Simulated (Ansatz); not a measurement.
Two members of one family (Series AlH2X), computed with Ansatz in the gas phase. The two geometries come from different levels. Binding counts from free atoms in the multiplicity of their measured ground term, without zero-point energy. The structures are stationary points that may keep the symmetry of their start.

First: AlH2(SiH3) (singlet, charge 0, r2SCAN-D4/def2-TZVP geometry).

```xyz
7

Al    1.0365   -0.0248    0.9559
H     1.4298   -1.3804    1.6819
H     1.8629    1.2898    1.2862
Si   -0.7880    0.0254   -0.6892
H    -1.4560    1.3545   -0.7727
H    -1.8402   -0.9931   -0.4138
H    -0.2449   -0.2714   -2.0483
```

```
               level  HOMO (eV)  LUMO (eV)  gap (eV)  binding per atom (eV)
     PBE-D4/def2-SVP      -6.56      -2.87      3.70                   2.56
    PBE-D4/def2-TZVP      -6.55      -2.88      3.67                   2.57
 r2SCAN-D4/def2-TZVP      -6.80      -2.61      4.19                   2.63
r2SCANh-D4/def2-TZVP      -7.19      -2.35      4.84                   2.62
  B3LYP-D4/def2-TZVP      -7.43      -2.31      5.13                   2.63
```

Second: AlH2Me (singlet, charge 0, PBE-D4/def2-TZVP geometry).

```xyz
7

Al    0.193   -0.786   -0.686
H    -0.877   -1.959   -0.889
H     1.528   -0.800   -1.567
C    -0.146    0.656    0.599
H    -0.760    1.438    0.119
H     0.776    1.142    0.947
H    -0.714    0.310    1.477
```

What does the change do? Estimate second minus first.


```
               level  Δ HOMO (eV)  Δ LUMO (eV)  Δ gap (eV)  Δ binding per atom (eV)
     PBE-D4/def2-SVP        -0.21         0.82        1.03                     0.64
    PBE-D4/def2-TZVP        -0.26         0.80        1.06                     0.62
 r2SCAN-D4/def2-TZVP        -0.29         0.91        1.20                     0.58
r2SCANh-D4/def2-TZVP        -0.37         0.90        1.26                     0.58
  B3LYP-D4/def2-TZVP        -0.43         0.77        1.20                     0.58
```
